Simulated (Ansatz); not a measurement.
## B–SiH–F, quartet in cc-pVDZ: errors against UCCSDT(Q)

Geometry: displaced at random from a stationary point.

```xyz
4

B    -0.0139   -0.5069    1.8204
Si   -0.0147    0.3395    0.1789
F     0.0333   -0.3080   -1.2923
H    -0.0695    1.7817   -0.1509
```

Basis cc-pVDZ; Ansatz 0.2.0. Correlated methods freeze the noble-gas cores, which leaves 15 electrons in 44 orbitals. R marks a restricted (for open shells ROHF) determinant, U an unrestricted one.

Full CI isn't at hand for all of this; UCCSDT(Q) serves as the reference, and is uncertain by about the last step of the cluster series. The frozen core follows each run's orbitals, which can shift R against U totals by a few meV.

For open shells CISD is restricted-active-space CI with the open shells as a complete middle space.

The UHF ⟨S²⟩ is 3.754. The T1 diagnostic (RCCSD) is 0.0203 and the largest doubles amplitude (RCCSD) is 0.047. The T1 diagnostic (UCCSD) is 0.0198.

```tsv
level	E − E(UCCSDT(Q)) (kJ/mol)	share of correlation (%)	wall time
RHF	897.3	0.00	–
UHF	893.7	0.40	–
RMP2	91.9	89.76	–
UMP2	92.9	89.64	–
CISD	99.5	88.91	17 s
RCCSD	25.9	97.11	–
UCCSD	25.8	97.12	–
RCCSD(T)	5.2	99.42	2.2 s
UCCSD(T)	5.2	99.42	2.3 s
BCCD(T)	4.8	99.46	2.7 s
RCCSDT	2.1	99.77	–
UCCSDT	2.0	99.77	–
RCCSDT(Q)	0.3	99.97	2.4 min
```

The correlation energy at UCCSDT(Q), counted from RHF, is -9.300 eV. That run took 2.1 min on 1 thread of Arm Neoverse V2, shared host.

Times hold each run's SCF and search for its determinant on a shared host, so for small cases they say little of a method's own cost; they ran on 1 thread of Arm Neoverse V2.
